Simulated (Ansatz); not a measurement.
# HNO2 (nitrous acid): levels of theory compared

Aim: a comparison of 6 runs (HF/STO-3G, B3LYP/STO-3G, HSE06/STO-3G, SVWN5/STO-3G, UPBE0/STO-3G, UCCSD(T)/STO-3G) of HNO2 (nitrous acid). 

The results are computed with Ansatz 0.2.0.

54 further runs of the same task are left out: 1 that didn't finish, 53 set aside as unsound or not needed.

### Step 1. The molecule

HNO2: 4 atoms, total charge 0, spin state singlet. SMILES: `O=NO`. The O3–N2 distance was set to 1.741 Å, away from the relaxed value.

Bond lengths: O1–N2 1.181 Å, O3–H4 0.968 Å. A long bond or contact: N2–O3 1.741 Å.

### Step 2. The energy at HF/STO-3G (run 1)

File molecule.yaml:

```yaml
basis:
  gaussian:
    orbitals: STO-3G
crystal:
  periodic: [false, false, false]
  atoms:
    - symbol: O
      position_ang: [0.593836, -0.161132, 1.694458]
    - symbol: "N"
      position_ang: [0.488446, -0.618242, 0.610428]
    - symbol: O
      position_ang: [-0.357270, 0.415910, -0.505360]
    - symbol: H
      position_ang: [-0.386730, -0.050180, -1.353230]
hamiltonian:
  xc: hf
accuracy: high
```

Run with:

```sh
ansatz run molecule.yaml --threads 1 --pin off --max-ram 2610MiB --events-out events.jsonl --progress --plain --runs-dir runs
```

Output:

```text
Warning: RAYON_NUM_THREADS=1 ignored (pool sized by the plan → 1); use --threads N
Functional definition: HF
  name "HF"
  exchange = exact_x
  correlation = 0
273 factors; integrals over basis functions are off by at most 2.3e-8 eV
mean field evaluation 1: about -5487.9034 eV, gradient 3.1e1 eV
mean field evaluation 2: about -5488.0322 eV, gradient 3.1e1 eV
mean field evaluation 4: about -5492.3183 eV, gradient 4.9e0 eV
mean field evaluation 8: about -5492.6068 eV, gradient 1.3e-1 eV
mean field -5492.59618046 eV, -201.8491866165 hartree, gradient 1.6e-8 eV, S^2 0.000000; 0 other end points of the search recorded, 0 dependent functions left out
reference -5492.59618046 eV, -201.8491866165 hartree; 12, 12 occupied and 4, 4 virtual orbitals, 273 factors
Total energy: -5492.59618046 eV, -201.8491866165 hartree
```

Wall time 0.06 s (1 thread of Intel Xeon Platinum 8559C (Emerald Rapids), shared host).

### Step 3. A single-point energy at B3LYP/STO-3G (run 2)

File run.yaml:

```yaml
crystal:
  periodic: [false, false, false]
  atoms:
    - {symbol: O, position_ang: [0.593836, -0.161132, 1.694458]}
    - {symbol: N, position_ang: [0.488446, -0.618242, 0.610428]}
    - {symbol: O, position_ang: [-0.357270, 0.415910, -0.505360]}
    - {symbol: H, position_ang: [-0.386730, -0.050180, -1.353230]}
basis:
  gaussian:
    orbitals: STO-3G
hamiltonian:
  xc: {name: B3LYP}
accuracy: high
```

Run with:

```sh
ansatz run run.yaml --threads 1 --pin off --max-ram 2610MiB --events-out events.jsonl --progress --plain --runs-dir runs
```

Output:

```text
Warning: RAYON_NUM_THREADS=1 ignored (pool sized by the plan → 1); use --threads N
Functional definition: B3LYP
  name "B3LYP"
  parameter a0 = 0.2
  parameter ax = 0.72
  parameter ac = 0.81
  exchange = (1 - a0 - ax)*slater_x + ax*b88_x + a0*exact_x
  correlation = (1 - ac)*vwn_rpa_c + ac*lyp_c
273 factors; integrals over basis functions are off by at most 2.3e-8 eV
mean field evaluation 1: about -5516.4720 eV, gradient 2.8e1 eV
mean field evaluation 2: about -5430.0065 eV, gradient 1.2e2 eV
mean field evaluation 4: about -5518.2300 eV, gradient 2.0e1 eV
mean field evaluation 8: about -5519.9485 eV, gradient 3.5e-1 eV
mean field evaluation 16: about -5519.9279 eV, gradient 1.3e-3 eV
mean field -5519.92793266 eV, -202.8536099837 hartree, gradient 6.5e-8 eV, S^2 0.000000; 0 other end points of the search recorded, 0 dependent functions left out
reference -5519.92795294 eV, -202.8536107290 hartree; 12, 12 occupied and 4, 4 virtual orbitals, 273 factors
Total energy: -5519.92795294 eV, -202.8536107290 hartree
```

Wall time 0.48 s (1 thread of Intel Xeon Platinum 8559C (Emerald Rapids), shared host).

### Step 4. The energy at HSE06/STO-3G (run 3)

File molecule.yaml:

```yaml
crystal:
  periodic: [false, false, false]
  atoms:
    - {symbol: O, position_ang: [0.593836, -0.161132, 1.694458]}
    - {symbol: N, position_ang: [0.488446, -0.618242, 0.610428]}
    - {symbol: O, position_ang: [-0.357270, 0.415910, -0.505360]}
    - {symbol: H, position_ang: [-0.386730, -0.050180, -1.353230]}
basis:
  gaussian:
    orbitals: STO-3G
accuracy: high
hamiltonian:
  xc: {name: HSE06}
```

Run with:

```sh
ansatz run molecule.yaml --threads 1 --pin off --max-ram 2610MiB --events-out events.jsonl --progress --plain --runs-dir runs
```

Output:

```text
Warning: RAYON_NUM_THREADS=1 ignored (pool sized by the plan → 1); use --threads N
Functional definition: HSE06
  name "HSE06"
  parameter a = 0.25
  parameter omega = 0.11/bohr
  exchange = pbe_x - a*pbe_x_sr(omega) + a*exact_x_sr(omega)
  correlation = pbe_c
273 factors; integrals over basis functions are off by at most 2.3e-8 eV
45 factors; integrals over basis functions are off by at most 4.2e-10 eV
mean field evaluation 1: about -5511.4662 eV, gradient 2.8e1 eV
mean field evaluation 2: about -5424.5003 eV, gradient 1.2e2 eV
mean field evaluation 4: about -5512.9701 eV, gradient 2.1e1 eV
mean field evaluation 8: about -5514.8497 eV, gradient 6.6e-1 eV
mean field evaluation 16: about -5514.8434 eV, gradient 7.9e-4 eV
mean field -5514.84342607 eV, -202.6667578130 hartree, gradient 1.5e-9 eV, S^2 0.000000; 0 other end points of the search recorded, 0 dependent functions left out
reference -5514.84342731 eV, -202.6667578585 hartree; 12, 12 occupied and 4, 4 virtual orbitals, 273 factors
Total energy: -5514.84342731 eV, -202.6667578585 hartree
```

It took 0.64 s on 1 thread of Intel Xeon Platinum 8559C (Emerald Rapids), shared host.

Runs 4 to 5 aren't shown in full; the table further down has their settings and results.

### Step 5. A single-point energy at UCCSD(T)/STO-3G (run 6)

File input.yaml:

```yaml
basis:
  gaussian:
    orbitals: STO-3G
crystal:
  periodic: [false, false, false]
  atoms:
    - symbol: O
      position_ang: [0.593836, -0.161132, 1.694458]
    - symbol: N
      position_ang: [0.488446, -0.618242, 0.610428]
    - symbol: O
      position_ang: [-0.357270, 0.415910, -0.505360]
    - symbol: H
      position_ang: [-0.386730, -0.050180, -1.353230]
magnetization:
  spin_polarized: true
correlation:
  method: ccsd_t
  frozen_orbitals: {H: 0, "N": 1, O: 1}
accuracy: high
scf:
  omitted_lower_state_checks: [cluster_reference, increment]
```

Run with:

```sh
ansatz run input.yaml --threads 1 --pin off --max-ram 2610MiB --events-out events.jsonl --progress --plain --runs-dir runs
```

Output:

```text
Warning: RAYON_NUM_THREADS=1 ignored (pool sized by the plan → 1); use --threads N
[... 17 lines left out ...]
3 core orbitals not correlated: weight in the atoms' cores, before any rotation towards them, 1.000 or more for the frozen orbitals, at most 0.000 for the correlated occupied ones
[... 44 lines left out ...]
Total energy: -5499.16734160 eV, -202.0906723342 hartree
Checks for a lower state left out: cluster_reference, increment
```

Wall time 0.4 s (1 thread of Intel Xeon Platinum 8559C (Emerald Rapids), shared host).

### Step 6. All runs side by side

```
run            level  frozen core orbitals  energy (Eh)  wall time
  1        HF/STO-3G                     –  -201.849187     0.06 s
  2     B3LYP/STO-3G                     –  -202.853611     0.48 s
  3     HSE06/STO-3G                     –  -202.666758     0.64 s
  4     SVWN5/STO-3G                     –  -201.349602     0.32 s
  5     UPBE0/STO-3G                     –  -202.674347      0.9 s
  6  UCCSD(T)/STO-3G                     3  -202.090672      0.4 s
```

### Step 7. Summary of results

```
                                          quantity          value
                               run 6: total energy  -202.09067 Eh
run 6: correlation energy (3 core orbitals frozen)     -202.5 mEh
                             run 6: (T) correction      -7.80 mEh
          run 6: ⟨S²⟩ of the reference determinant          0.973
                              run 6: T1 diagnostic          0.092
```

What this shows: Totals of different functionals can't be ranked against each other. In runs 1, 2, 3, 4, 5, 6 the basis is minimal, so the values are rough. Spin contamination of the reference: run 6 ⟨S²⟩ = 0.97. Where it is this large, the reference is a mixture of spin states, and values that rest on it are in doubt. All runs together took 2.8 s, the longest 0.9 s.
